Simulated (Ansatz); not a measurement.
We consider rock-salt HfC, described by r²SCAN50 in Ansatz (PAW).

Settings: plane-wave cutoff 520 eV, 10×10×10 k mesh, Fermi–Dirac smearing 0.05 eV, scalar-relativistic PAW data made under PBE.

Pressure at four volumes; x = ln(V/12.478 Å³). One pressure is withheld.

```
V (Å³/atom)        x  P (GPa)
-----------  -------  -------
11.854       -0.0513        ?
12.282       -0.0158     4.07
12.478        0.0000    -0.16
13.102        0.0488   -11.69
```

Problem. Pass a parabola P(x) through the three rows shown, estimate the bulk modulus and its pressure derivative near zero pressure, and predict the withheld pressure.

Solution. Slopes between the rows: (-0.16 − (4.07))/(0.0000 − (-0.0158)) = -267.72 and (-11.69 − (-0.16))/(0.0488 − (0.0000)) = -236.27 GPa. Their difference over the span 0.0646 is c = 31.45/0.0646 = 486.8 GPa, so P(x) = 4.07 + (-267.72)(x − (-0.0158)) + 486.8 (x − (-0.0158))(x − (0.0000)). At the middle row B = −dP/dx = −[-267.72 + 486.8 × 0.0158] = 260.0 GPa, and B′ = dB/dP = 2c/B = 3.7. At x = -0.0513 the parabola gives 14.46 GPa; the run gives 14.51 GPa. The Birch–Murnaghan fit to the energies at all volumes has B0 = 260 GPa and B′ = 3.8.

Measured, for comparison: bulk modulus 242 GPa (room temperature, not corrected to a static lattice, our sources range from 242 to 286; as tabulated in Synthesis of Binary Transition Metal Nitrides, Carbides and Borides from the …). Computed (rounded) less measured: bulk modulus not scored (sources differ).

Spin–orbit coupling is not included.

Ansatz is an electronic-structure program.
